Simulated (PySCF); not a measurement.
# N₃H₄+, a complex of two parts: interaction energy

Wanted: the interaction energy for `[NH4+]` with `N#N`.

Programs: PySCF 2.14.0. All values are calculated, for the isolated system unless a continuum is named. Atoms count from 0, parts from 1.

## (1) Starting point

7 atoms, charge 1, multiplicity 1; geometry: GFN2-xTB. Parts: 1 = atoms 0–4, `[NH4+]`, charge 1; 2 = atoms 5–6, `N#N`, charge 0.

## (2) Optimising the geometry at PBE0-D3(BJ)/def2-TZVPD

The job: settings as JSON, then the geometry in Å.

```
{"job": {"xc": "PBE0", "basis": "def2-TZVPD", "d3": "d3bj", "grid": 3, "kind": "geom", "shake": 0.01}, "charge": 1, "multiplicity": 1, "parts": [{"atoms": "0-4", "charge": 1, "multiplicity": 1}, {"atoms": "5-6", "charge": 0, "multiplicity": 1}]}
N      0.062351    -0.112638    -0.014312
H     -0.433571    -0.906769    -0.428271
H     -0.402840     0.764995    -0.402959
H     -0.047756    -0.100666     0.995881
H      1.083997    -0.117353    -0.270916
N      3.735916    -0.165532    -0.880926
N      2.682219    -0.148415    -0.634792
```

Run with:

```console
> OMP_NUM_THREADS=1 python cluster_run.py task.json out
```

This one command runs all jobs of the session in turn.

The program printed:

```text
step   0  E = -166.30658970  max force = 0.029724
step   1  E = -166.31138768  max force = 0.004917
step   2  E = -166.31206768  max force = 0.001975
step   3  E = -166.31224514  max force = 0.000720
step   4  E = -166.31226686  max force = 0.000239
step   5  E = -166.31227906  max force = 0.000349
optimisation converged
```

It took 58 s on 1 thread of Arm Neoverse N1, shared host; peak memory 0.58 GiB.

Relaxation path:

| step | energy from step 0 (eV) | largest force component (eV/Å) |
| --- | --- | --- |
| 0 | 0.0000 | 1.5285 |
| 1 | -0.1306 | 0.2528 |
| 2 | -0.1491 | 0.1016 |
| 3 | -0.1539 | 0.0370 |
| 4 | -0.1545 | 0.0123 |
| 5 | -0.1548 | 0.0179 |

Close pairs (by a distance rule), those that changed most:

| bond | before (Å) | after (Å) | change (Å) |
| --- | --- | --- | --- |
| N0–H2 | 1.067 | 1.022 | -0.044 |
| N0–H4 | 1.053 | 1.035 | -0.019 |
| N0–H3 | 1.016 | 1.022 | +0.006 |
| N5–N6 | 1.082 | 1.088 | +0.006 |
| N0–H1 | 1.024 | 1.022 | -0.001 |

The end geometry stands in the next job.

| at the end point | value |
| --- | --- |
| rotational constants (GHz, main isotopes) | 180.1, 3.366, 3.366 |

Contacts at the end point (a selection, picked against the atoms' radii; other short pairs can be missing):

| atoms | distance (Å) | kind (by distance and angle) | angle (°) |
| --- | --- | --- | --- |
| H4···N6 | 1.98 | hydrogen bond | 176 |

Against the parts relaxed at this level the binding energy is -6.38 kcal/mol, without counterpoise.

## (3) Coupled-cluster interaction energy: CCSD(T) and MP2, 1.98 Å

The job: settings as JSON, then the geometry in Å.

```
{"job": {"kind": "intercc", "basis": "aug-cc-pVDZ", "basis_mid": "aug-cc-pVTZ", "basis_large": "aug-cc-pVQZ"}, "charge": 1, "multiplicity": 1, "parts": [{"atoms": "0-4", "charge": 1, "multiplicity": 1}, {"atoms": "5-6", "charge": 0, "multiplicity": 1}]}
N     -0.109372    -0.081270    -0.018608
H     -0.581881    -0.900826    -0.406382
H     -0.553073     0.766125    -0.379444
H     -0.190899    -0.096436     1.000518
H      0.890718    -0.095699    -0.283141
N      3.904936    -0.186117    -0.865544
N      2.835898    -0.153556    -0.663641
```

Level: CCSD(T)/aug-cc-pVDZ and MP2/aug-cc-pVTZ, aug-cc-pVQZ counterpoise interaction energy, frozen core, gas phase.

The program printed:

```text
part 1, own basis, geometry of the cluster
final grid: 32480 points
cycle   1  E = -56.5268565703  dE =  2.681e-01  |g| = 3.464e-01  |ddm| = 3.638e+00
cycle   2  E = -56.5583927581  dE = -3.154e-02  |g| = 1.765e-01  |ddm| = 7.651e-01
cycle   3  E = -56.5637142074  dE = -5.321e-03  |g| = 2.488e-02  |ddm| = 2.465e-01
cycle   4  E = -56.5639449089  dE = -2.307e-04  |g| = 4.441e-03  |ddm| = 6.044e-02
cycle   5  E = -56.5639520882  dE = -7.179e-06  |g| = 5.544e-04  |ddm| = 8.830e-03
cycle   6  E = -56.5639522558  dE = -1.677e-07  |g| = 5.747e-05  |ddm| = 9.691e-04
cycle   7  E = -56.5639522572  dE = -1.345e-09  |g| = 4.133e-06  |ddm| = 1.862e-04
cycle   8  E = -56.5639522572  dE = -5.784e-12  |g| = 3.971e-07  |ddm| = 1.086e-05
converged SCF energy = -56.5639522572

part 2, own basis, geometry of the cluster
final grid: 21984 points
cycle   1  E = -108.9655132428  dE =  8.000e-02  |g| = 2.928e-01  |ddm| = 2.642e+00
cycle   2  E = -108.9846263179  dE = -1.911e-02  |g| = 9.131e-02  |ddm| = 5.305e-01
cycle   3  E = -108.9860917020  dE = -1.465e-03  |g| = 1.583e-02  |ddm| = 1.261e-01
cycle   4  E = -108.9861873449  dE = -9.564e-05  |g| = 1.924e-03  |ddm| = 3.852e-02
cycle   5  E = -108.9861884273  dE = -1.082e-06  |g| = 1.977e-04  |ddm| = 4.661e-03
cycle   6  E = -108.9861884476  dE = -2.029e-08  |g| = 4.487e-05  |ddm| = 5.105e-04
cycle   7  E = -108.9861884487  dE = -1.126e-09  |g| = 4.579e-06  |ddm| = 1.516e-04
cycle   8  E = -108.9861884487  dE = -8.328e-12  |g| = 3.115e-07  |ddm| = 1.922e-05
converged SCF energy = -108.9861884487

part 1, own basis, relaxed alone
final grid: 32480 points
cycle   1  E = -56.5272248470  dE =  2.748e-01  |g| = 3.460e-01  |ddm| = 3.644e+00
cycle   2  E = -56.5587246507  dE = -3.150e-02  |g| = 1.757e-01  |ddm| = 7.652e-01
cycle   3  E = -56.5639911234  dE = -5.266e-03  |g| = 2.492e-02  |ddm| = 2.458e-01
cycle   4  E = -56.5642216640  dE = -2.305e-04  |g| = 4.438e-03  |ddm| = 6.040e-02
cycle   5  E = -56.5642288389  dE = -7.175e-06  |g| = 5.537e-04  |ddm| = 8.824e-03
cycle   6  E = -56.5642290059  dE = -1.670e-07  |g| = 5.712e-05  |ddm| = 9.685e-04
cycle   7  E = -56.5642290072  dE = -1.325e-09  |g| = 4.019e-06  |ddm| = 1.856e-04
cycle   8  E = -56.5642290072  dE = -5.684e-12  |g| = 3.192e-07  |ddm| = 1.075e-05
converged SCF energy = -56.5642290072

part 2, own basis, relaxed alone
final grid: 21984 points
cycle   1  E = -108.9652952173  dE =  7.666e-02  |g| = 2.933e-01  |ddm| = 2.639e+00
cycle   2  E = -108.9844753117  dE = -1.918e-02  |g| = 9.147e-02  |ddm| = 5.313e-01
cycle   3  E = -108.9859467911  dE = -1.471e-03  |g| = 1.585e-02  |ddm| = 1.263e-01
cycle   4  E = -108.9860428556  dE = -9.606e-05  |g| = 1.928e-03  |ddm| = 3.859e-02
cycle   5  E = -108.9860439419  dE = -1.086e-06  |g| = 1.977e-04  |ddm| = 4.670e-03
cycle   6  E = -108.9860439622  dE = -2.030e-08  |g| = 4.490e-05  |ddm| = 5.101e-04
cycle   7  E = -108.9860439633  dE = -1.128e-09  |g| = 4.587e-06  |ddm| = 1.515e-04
cycle   8  E = -108.9860439633  dE = -8.754e-12  |g| = 3.126e-07  |ddm| = 1.923e-05
converged SCF energy = -108.9860439633

cluster
final grid: 5672 points
cycle   1  E = -165.5540845034  dE = -7.153e-03  |g| = 8.787e-02  |ddm| = 1.411e+00
cycle   2  E = -165.5547562313  dE = -6.717e-04  |g| = 7.633e-02  |ddm| = 2.438e-01
cycle   3  E = -165.5558472593  dE = -1.091e-03  |g| = 9.417e-03  |ddm| = 8.024e-02
cycle   4  E = -165.5558920746  dE = -4.482e-05  |g| = 1.011e-03  |ddm| = 4.399e-02
cycle   5  E = -165.5558925786  dE = -5.040e-07  |g| = 2.608e-04  |ddm| = 3.683e-03
cycle   6  E = -165.5558926014  dE = -2.279e-08  |g| = 6.612e-05  |ddm| = 6.138e-04
cycle   7  E = -165.5558926026  dE = -1.262e-09  |g| = 1.836e-05  |ddm| = 2.097e-04
cycle   8  E = -165.5558926027  dE = -8.890e-11  |g| = 5.451e-06  |ddm| = 3.963e-05
converged SCF energy = -165.5558926027

part 1 in the basis of the cluster
final grid: 5672 points
cycle   1  E = -56.5639752174  dE = -2.422e-05  |g| = 8.752e-04  |ddm| = 4.327e-01
cycle   2  E = -56.5639753719  dE = -1.546e-07  |g| = 7.632e-05  |ddm| = 3.667e-02
cycle   3  E = -56.5639753735  dE = -1.522e-09  |g| = 6.307e-06  |ddm| = 3.824e-03
cycle   4  E = -56.5639753735  dE = -8.072e-12  |g| = 2.438e-06  |ddm| = 1.100e-04
converged SCF energy = -56.5639753735

part 2 in the basis of the cluster
final grid: 5672 points
cycle   1  E = -108.9863807246  dE = -1.917e-04  |g| = 2.497e-03  |ddm| = 1.263e+00
cycle   2  E = -108.9863825156  dE = -1.791e-06  |g| = 2.938e-04  |ddm| = 1.092e-01
cycle   3  E = -108.9863825498  dE = -3.414e-08  |g| = 4.097e-05  |ddm| = 1.372e-02
cycle   4  E = -108.9863825502  dE = -4.331e-10  |g| = 2.901e-05  |ddm| = 6.705e-04
converged SCF energy = -108.9863825502

Interaction energy (kcal/mol)
  counterpoise       -5.821
  uncorrected        -6.392
  dispersion part     0.000
  deformation         0.160
  binding            -5.661

Decomposition of the uncorrected value (kcal/mol)
  electrostatic      -4.448
  Pauli               6.461
  orbital            -5.623
  dispersion          0.000
  correlation        -2.782

Charge of each part in the cluster: 0.977 0.023
part 1, own basis, geometry of the cluster
final grid: 32480 points
cycle   1  E = -56.5308144504  dE =  2.673e-01  |g| = 3.458e-01  |ddm| = 3.813e+00
cycle   2  E = -56.5622248357  dE = -3.141e-02  |g| = 1.759e-01  |ddm| = 7.124e-01
cycle   3  E = -56.5675090122  dE = -5.284e-03  |g| = 2.535e-02  |ddm| = 2.449e-01
cycle   4  E = -56.5677422161  dE = -2.332e-04  |g| = 4.469e-03  |ddm| = 6.814e-02
cycle   5  E = -56.5677493752  dE = -7.159e-06  |g| = 5.859e-04  |ddm| = 8.122e-03
cycle   6  E = -56.5677495613  dE = -1.861e-07  |g| = 6.164e-05  |ddm| = 1.233e-03
cycle   7  E = -56.5677495629  dE = -1.592e-09  |g| = 4.855e-06  |ddm| = 1.570e-04
cycle   8  E = -56.5677495629  dE = -9.294e-12  |g| = 4.641e-07  |ddm| = 1.924e-05
converged SCF energy = -56.5677495629

part 2, own basis, geometry of the cluster
final grid: 21984 points
cycle   1  E = -108.9726822095  dE =  7.735e-02  |g| = 2.926e-01  |ddm| = 2.705e+00
cycle   2  E = -108.9915351846  dE = -1.885e-02  |g| = 9.252e-02  |ddm| = 5.041e-01
cycle   3  E = -108.9930046293  dE = -1.469e-03  |g| = 1.611e-02  |ddm| = 1.178e-01
cycle   4  E = -108.9931016701  dE = -9.704e-05  |g| = 2.085e-03  |ddm| = 3.686e-02
cycle   5  E = -108.9931029171  dE = -1.247e-06  |g| = 2.043e-04  |ddm| = 4.571e-03
cycle   6  E = -108.9931029385  dE = -2.141e-08  |g| = 4.625e-05  |ddm| = 4.826e-04
cycle   7  E = -108.9931029397  dE = -1.148e-09  |g| = 4.902e-06  |ddm| = 1.253e-04
cycle   8  E = -108.9931029397  dE = -1.023e-11  |g| = 3.834e-07  |ddm| = 1.212e-05
converged SCF energy = -108.9931029397

part 1, own basis, relaxed alone
final grid: 32480 points
cycle   1  E = -56.5311902254  dE =  2.740e-01  |g| = 3.454e-01  |ddm| = 3.820e+00
cycle   2  E = -56.5625641138  dE = -3.137e-02  |g| = 1.751e-01  |ddm| = 7.125e-01
cycle   3  E = -56.5677936576  dE = -5.230e-03  |g| = 2.538e-02  |ddm| = 2.443e-01
cycle   4  E = -56.5680267005  dE = -2.330e-04  |g| = 4.465e-03  |ddm| = 6.814e-02
cycle   5  E = -56.5680338546  dE = -7.154e-06  |g| = 5.852e-04  |ddm| = 8.119e-03
cycle   6  E = -56.5680340400  dE = -1.854e-07  |g| = 6.127e-05  |ddm| = 1.234e-03
cycle   7  E = -56.5680340416  dE = -1.568e-09  |g| = 4.740e-06  |ddm| = 1.565e-04
cycle   8  E = -56.5680340416  dE = -8.740e-12  |g| = 3.989e-07  |ddm| = 1.911e-05
converged SCF energy = -56.5680340416

part 2, own basis, relaxed alone
final grid: 21984 points
cycle   1  E = -108.9724553225  dE =  7.403e-02  |g| = 2.932e-01  |ddm| = 2.702e+00
cycle   2  E = -108.9913754945  dE = -1.892e-02  |g| = 9.268e-02  |ddm| = 5.049e-01
cycle   3  E = -108.9928511685  dE = -1.476e-03  |g| = 1.613e-02  |ddm| = 1.180e-01
cycle   4  E = -108.9929486405  dE = -9.747e-05  |g| = 2.090e-03  |ddm| = 3.692e-02
cycle   5  E = -108.9929498918  dE = -1.251e-06  |g| = 2.044e-04  |ddm| = 4.579e-03
cycle   6  E = -108.9929499132  dE = -2.142e-08  |g| = 4.629e-05  |ddm| = 4.824e-04
cycle   7  E = -108.9929499144  dE = -1.150e-09  |g| = 4.911e-06  |ddm| = 1.254e-04
cycle   8  E = -108.9929499144  dE = -9.805e-12  |g| = 3.845e-07  |ddm| = 1.213e-05
converged SCF energy = -108.9929499144

cluster
final grid: 5672 points
cycle   1  E = -165.5646977085  dE = -7.019e-03  |g| = 8.796e-02  |ddm| = 1.233e+00
cycle   2  E = -165.5653732458  dE = -6.755e-04  |g| = 7.658e-02  |ddm| = 1.987e-01
cycle   3  E = -165.5664675081  dE = -1.094e-03  |g| = 9.457e-03  |ddm| = 8.191e-02
cycle   4  E = -165.5665128264  dE = -4.532e-05  |g| = 1.039e-03  |ddm| = 3.345e-02
cycle   5  E = -165.5665133408  dE = -5.143e-07  |g| = 2.712e-04  |ddm| = 3.439e-03
cycle   6  E = -165.5665133656  dE = -2.481e-08  |g| = 6.879e-05  |ddm| = 6.995e-04
cycle   7  E = -165.5665133669  dE = -1.348e-09  |g| = 1.994e-05  |ddm| = 1.645e-04
cycle   8  E = -165.5665133670  dE = -1.014e-10  |g| = 5.862e-06  |ddm| = 3.879e-05
converged SCF energy = -165.5665133670

part 1 in the basis of the cluster
final grid: 5672 points
cycle   1  E = -56.5677545963  dE = -6.522e-06  |g| = 4.416e-04  |ddm| = 3.562e-01
cycle   2  E = -56.5677546335  dE = -3.713e-08  |g| = 3.613e-05  |ddm| = 2.979e-02
cycle   3  E = -56.5677546338  dE = -3.145e-10  |g| = 1.627e-06  |ddm| = 3.030e-03
converged SCF energy = -56.5677546338

part 2 in the basis of the cluster
final grid: 5672 points
cycle   1  E = -108.9931584107  dE = -5.482e-05  |g| = 1.297e-03  |ddm| = 1.028e+00
cycle   2  E = -108.9931589165  dE = -5.058e-07  |g| = 1.383e-04  |ddm| = 9.122e-02
cycle   3  E = -108.9931589244  dE = -7.961e-09  |g| = 9.620e-06  |ddm| = 1.056e-02
cycle   4  E = -108.9931589245  dE = -4.371e-11  |g| = 2.429e-06  |ddm| = 4.307e-04
converged SCF energy = -108.9931589245

Interaction energy (kcal/mol)
  counterpoise       -5.939
  uncorrected        -6.260
  dispersion part     0.000
  deformation         0.161
  binding            -5.778

Decomposition of the uncorrected value (kcal/mol)
  electrostatic      -4.420
  Pauli               6.411
  orbital            -5.544
  dispersion          0.000
  correlation        -2.707

Charge of each part in the cluster: 0.977 0.023
part 1 in the basis of the cluster: E(HF) = -56.547574910  E2 = -0.192580982  E(CCSD corr) = -0.210453720  (T) = -0.004398973
part 2 in the basis of the cluster: E(HF) = -108.961856519  E2 = -0.315290723  E(CCSD corr) = -0.318566246  (T) = -0.013211106
cluster: E(HF) = -165.514511862  E2 = -0.511339508  E(CCSD corr) = -0.531752427  (T) = -0.018088851

Counterpoise interaction energy (kcal/mol)
  hf_small                  -3.188
  mp2_small                 -5.364
  ccsd_small                -4.903
  ccsdt_small               -5.203
  hf_large                  -3.514
  mp2_large                 -5.939
  hf_middle                 -3.473
  mp2_middle                -5.821
  scs_mp2_large             -5.511
  mp2_limit                 -5.995
  ccsdt_less_mp2             0.161
  ccsdt_limit_estimate      -5.835
  bsse_mp2_large             0.321
```

It took 2.7 min on 1 thread of Arm Neoverse N1, shared host; peak memory 1.4 GiB.

Contacts at this geometry (a selection, picked against the atoms' radii; other short pairs can be missing):

| atoms | distance (Å) | kind (by distance and angle) | angle (°) |
| --- | --- | --- | --- |
| H4···N6 | 1.98 | hydrogen bond | 176 |

Differences are taken before rounding.

| method | interaction energy (kcal/mol) | from CCSD(T), limit estimate (kcal/mol) |
| --- | --- | --- |
| HF/aug-cc-pVDZ | -3.19 | +2.65 |
| MP2/aug-cc-pVDZ | -5.36 | +0.47 |
| CCSD/aug-cc-pVDZ | -4.90 | +0.93 |
| CCSD(T)/aug-cc-pVDZ | -5.20 | +0.63 |
| HF/aug-cc-pVQZ | -3.51 | +2.32 |
| MP2/aug-cc-pVQZ | -5.94 | -0.10 |
| SCS-MP2/aug-cc-pVQZ | -5.51 | +0.32 |
| MP2, extrapolated | -6.00 | -0.16 |
| CCSD(T), limit estimate | -5.83 | 0 |

These energies keep the parts at their geometry in the cluster; deforming them to it costs 0.16 kcal/mol (MP2).

## (4) Coupled-cluster interaction energy: CCSD(T) and MP2, 2.08 Å

Same as in step 3 but for these lines:

```diff
@@ -6,3 +6,3 @@
 H      0.890718    -0.095699    -0.283141
-N      3.904936    -0.186117    -0.865544
-N      2.835898    -0.153556    -0.663641
+N      4.002195    -0.189010    -0.884569
+N      2.933157    -0.156449    -0.682666
```

Method: CCSD(T)/aug-cc-pVDZ and MP2/aug-cc-pVTZ, aug-cc-pVQZ counterpoise interaction energy, frozen core, gas phase.

The program printed:

```text
part 1, own basis, geometry of the cluster: E = -56.5639522572 (as before)

part 2, own basis, geometry of the cluster: E = -108.9861884487 (as before)

part 1, own basis, relaxed alone: E = -56.5642290072 (as before)

part 2, own basis, relaxed alone: E = -108.9860439633 (as before)

cluster
final grid: 5672 points
cycle   1  E = -165.5548387081  dE = -5.791e-03  |g| = 8.193e-02  |ddm| = 1.416e+00
cycle   2  E = -165.5553904713  dE = -5.518e-04  |g| = 7.154e-02  |ddm| = 2.297e-01
cycle   3  E = -165.5563475119  dE = -9.570e-04  |g| = 8.419e-03  |ddm| = 7.479e-02
cycle   4  E = -165.5563839599  dE = -3.645e-05  |g| = 8.882e-04  |ddm| = 4.092e-02
cycle   5  E = -165.5563843509  dE = -3.910e-07  |g| = 2.359e-04  |ddm| = 3.272e-03
cycle   6  E = -165.5563843693  dE = -1.839e-08  |g| = 6.326e-05  |ddm| = 5.390e-04
cycle   7  E = -165.5563843705  dE = -1.135e-09  |g| = 1.687e-05  |ddm| = 1.977e-04
cycle   8  E = -165.5563843705  dE = -7.537e-11  |g| = 4.919e-06  |ddm| = 3.569e-05
converged SCF energy = -165.5563843705

part 1 in the basis of the cluster
final grid: 5672 points
cycle   1  E = -56.5639714194  dE = -2.009e-05  |g| = 7.988e-04  |ddm| = 3.652e-01
cycle   2  E = -56.5639715581  dE = -1.387e-07  |g| = 7.275e-05  |ddm| = 3.019e-02
cycle   3  E = -56.5639715596  dE = -1.446e-09  |g| = 5.893e-06  |ddm| = 3.178e-03
cycle   4  E = -56.5639715596  dE = -7.049e-12  |g| = 2.300e-06  |ddm| = 8.680e-05
converged SCF energy = -56.5639715596

part 2 in the basis of the cluster
final grid: 5672 points
cycle   1  E = -108.9863655652  dE = -1.766e-04  |g| = 2.336e-03  |ddm| = 1.299e+00
cycle   2  E = -108.9863671740  dE = -1.609e-06  |g| = 2.762e-04  |ddm| = 1.077e-01
cycle   3  E = -108.9863672049  dE = -3.082e-08  |g| = 4.084e-05  |ddm| = 1.332e-02
cycle   4  E = -108.9863672053  dE = -4.227e-10  |g| = 2.936e-05  |ddm| = 6.543e-04
converged SCF energy = -108.9863672053

Interaction energy (kcal/mol)
  counterpoise       -5.796
  uncorrected        -6.315
  dispersion part     0.000
  deformation         0.160
  binding            -5.637

Decomposition of the uncorrected value (kcal/mol)
  electrostatic      -3.745
  Pauli               4.430
  orbital            -4.604
  dispersion          0.000
  correlation        -2.396

Charge of each part in the cluster: 0.982 0.018
part 1, own basis, geometry of the cluster: E = -56.5677495629 (as before)

part 2, own basis, geometry of the cluster: E = -108.9931029397 (as before)

part 1, own basis, relaxed alone: E = -56.5680340416 (as before)

part 2, own basis, relaxed alone: E = -108.9929499144 (as before)

cluster
final grid: 5672 points
cycle   1  E = -165.5654640196  dE = -5.696e-03  |g| = 8.203e-02  |ddm| = 1.162e+00
cycle   2  E = -165.5660212066  dE = -5.572e-04  |g| = 7.176e-02  |ddm| = 1.861e-01
cycle   3  E = -165.5669807551  dE = -9.595e-04  |g| = 8.474e-03  |ddm| = 7.610e-02
cycle   4  E = -165.5670177703  dE = -3.702e-05  |g| = 9.155e-04  |ddm| = 3.064e-02
cycle   5  E = -165.5670181719  dE = -4.015e-07  |g| = 2.454e-04  |ddm| = 3.114e-03
cycle   6  E = -165.5670181920  dE = -2.010e-08  |g| = 6.585e-05  |ddm| = 6.204e-04
cycle   7  E = -165.5670181932  dE = -1.217e-09  |g| = 1.840e-05  |ddm| = 1.567e-04
cycle   8  E = -165.5670181933  dE = -8.669e-11  |g| = 5.307e-06  |ddm| = 3.590e-05
converged SCF energy = -165.5670181933

part 1 in the basis of the cluster
final grid: 5672 points
cycle   1  E = -56.5677541100  dE = -5.792e-06  |g| = 4.130e-04  |ddm| = 3.581e-01
cycle   2  E = -56.5677541433  dE = -3.337e-08  |g| = 3.404e-05  |ddm| = 3.005e-02
cycle   3  E = -56.5677541436  dE = -2.888e-10  |g| = 1.588e-06  |ddm| = 3.048e-03
converged SCF energy = -56.5677541436

part 2 in the basis of the cluster
final grid: 5672 points
cycle   1  E = -108.9931519705  dE = -4.840e-05  |g| = 1.191e-03  |ddm| = 9.713e-01
cycle   2  E = -108.9931523960  dE = -4.255e-07  |g| = 1.248e-04  |ddm| = 8.432e-02
cycle   3  E = -108.9931524024  dE = -6.405e-09  |g| = 8.588e-06  |ddm| = 9.496e-03
cycle   4  E = -108.9931524025  dE = -3.322e-11  |g| = 2.713e-06  |ddm| = 3.768e-04
converged SCF energy = -108.9931524025

Interaction energy (kcal/mol)
  counterpoise       -5.894
  uncorrected        -6.177
  dispersion part     0.000
  deformation         0.161
  binding            -5.733

Decomposition of the uncorrected value (kcal/mol)
  electrostatic      -3.712
  Pauli               4.392
  orbital            -4.549
  dispersion          0.000
  correlation        -2.307

Charge of each part in the cluster: 0.982 0.018
part 1 in the basis of the cluster: E(HF) = -56.547564269  E2 = -0.192556255  E(CCSD corr) = -0.210431612  (T) = -0.004396937
part 2 in the basis of the cluster: E(HF) = -108.961830868  E2 = -0.315180121  E(CCSD corr) = -0.318464922  (T) = -0.013199630
cluster: E(HF) = -165.515074533  E2 = -0.510732112  E(CCSD corr) = -0.531285195  (T) = -0.018008678

Counterpoise interaction energy (kcal/mol)
  hf_small                  -3.564
  mp2_small                 -5.444
  ccsd_small                -5.063
  ccsdt_small               -5.321
  hf_large                  -3.835
  mp2_large                 -5.894
  hf_middle                 -3.794
  mp2_middle                -5.796
  scs_mp2_large             -5.546
  mp2_limit                 -5.935
  ccsdt_less_mp2             0.122
  ccsdt_limit_estimate      -5.813
  bsse_mp2_large             0.283
```

Run time: 2.7 min. Hardware: 1 thread of Arm Neoverse N1, shared host; peak memory 1.4 GiB.

Contacts at this geometry (a selection, picked against the atoms' radii; other short pairs can be missing):

| atoms | distance (Å) | kind (by distance and angle) | angle (°) |
| --- | --- | --- | --- |
| H4···N6 | 2.08 | hydrogen bond | 176 |

Differences are taken before rounding.

| method | interaction energy (kcal/mol) | from CCSD(T), limit estimate (kcal/mol) |
| --- | --- | --- |
| HF/aug-cc-pVDZ | -3.56 | +2.25 |
| MP2/aug-cc-pVDZ | -5.44 | +0.37 |
| CCSD/aug-cc-pVDZ | -5.06 | +0.75 |
| CCSD(T)/aug-cc-pVDZ | -5.32 | +0.49 |
| HF/aug-cc-pVQZ | -3.84 | +1.98 |
| MP2/aug-cc-pVQZ | -5.89 | -0.08 |
| SCS-MP2/aug-cc-pVQZ | -5.55 | +0.27 |
| MP2, extrapolated | -5.94 | -0.12 |
| CCSD(T), limit estimate | -5.81 | 0 |

These energies keep the parts at their geometry in the cluster; deforming them to it costs 0.16 kcal/mol (MP2).

[end of part 1 of 3]
